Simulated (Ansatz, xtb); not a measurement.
Two isomers of C4H3O2−

We compare a, `C#CCC(=O)[O-]`, a singlet, with b, `CC#CC(=O)[O-]`, a singlet. Both are isolated ions in the gas phase, relaxed with r2SCAN-D4/def2-SVPD; the shapes shown needn't be the lowest conformers.

a (Å):

| atom | x (Å) | y (Å) | z (Å) |
| --- | --- | --- | --- |
| C | -0.2110 | 0.4818 | -0.4876 |
| C | 0.9107 | 0.0076 | -0.4007 |
| C | 2.2484 | -0.5308 | -0.2845 |
| C | 3.2685 | 0.4713 | 0.4467 |
| O | 3.3340 | 0.3291 | 1.6840 |
| O | 3.8703 | 1.2471 | -0.3223 |
| H | -1.1821 | 0.9300 | -0.5457 |
| H | 2.2178 | -1.4667 | 0.2971 |
| H | 2.6464 | -0.7443 | -1.2901 |

b (Å):

```yaml
atoms:
  - { symbol: C, position_ang: [0.6851, -0.8234, -2.1781] }
  - { symbol: C, position_ang: [0.6215, 0.3644, -1.3393] }
  - { symbol: C, position_ang: [0.5686, 1.3658, -0.6378] }
  - { symbol: C, position_ang: [0.5031, 2.5930, 0.2271] }
  - { symbol: O, position_ang: [-0.6311, 2.8536, 0.6909] }
  - { symbol: O, position_ang: [1.5911, 3.1967, 0.3730] }
  - { symbol: H, position_ang: [0.6023, -0.5631, -3.2477] }
  - { symbol: H, position_ang: [1.6383, -1.3672, -2.0537] }
  - { symbol: H, position_ang: [-0.1299, -1.5352, -1.9561] }
```

Q: Which of the two would you expect CCSD(T)/def2-SVPD + ΔMP2/def2-TZVPPD electronic energies to favour?

A: Structure b; the calculation gives E(b) − E(a) = −11.1 kJ/mol.

How the difference moves with the method:

| level | geometry | E(b) − E(a) (kJ/mol) | departure from the last row (kJ/mol) | job, with rough time for the two |
| --- | --- | --- | --- | --- |
| GFN2-xTB | GFN2-xTB | −1.5 | +9.5 | optimisation, 0.12 s |
| HF/STO-3G | GFN2-xTB | −38.7 | −27.6 | single point, 0.2 s |
| r2SCAN-D4/def2-SVPD//GFN2-xTB | GFN2-xTB | −17.4 | −6.4 | single point, 1.7 s |
| r2SCAN-D4/def2-SVPD | r2SCAN-D4/def2-SVPD | −15.9 | −4.8 | optimisation, 16 s |
| HF/def2-SVPD | r2SCAN-D4/def2-SVPD | −12.8 | −1.7 | part of the CCSD(T) run |
| MP2/def2-SVPD | r2SCAN-D4/def2-SVPD | −13.8 | −2.8 | part of the CCSD(T) run |
| CCSD(T)/def2-SVPD | r2SCAN-D4/def2-SVPD | −12.6 | −1.5 | single point |
| CCSD(T)/def2-SVPD + ΔMP2/def2-TZVPPD | r2SCAN-D4/def2-SVPD | −11.1 |  | single point, 32 s |

As drawn, both hold the same kinds of bond in the same numbers. Structure a has 0 methyl groups, b 1.

GFN2-xTB finds them nearly level. The largest departure from CCSD(T)/def2-SVPD + ΔMP2/def2-TZVPPD is that of HF/STO-3G, 27.6 kJ/mol. The last row adds to CCSD(T) the change of the MP2 difference between the two basis sets, here +1.5 kJ/mol.

With thermal terms from frequencies at re-optimised GFN2-xTB minima (ideal gas, soft modes damped towards free rotors, one conformer each, 298.15 K, 1 atm): the zero-point term adds +1.2 kJ/mol; ΔH is −8.3 and ΔG −13.6 kJ/mol.

The correlated steps freeze 6 core orbitals. Run with Ansatz 0.2.0, xtb 6.7.1; the last row on 4 threads of Intel(R) Xeon(R) Platinum 8375C CPU @ 2.90GHz (Ice Lake) on a shared host.
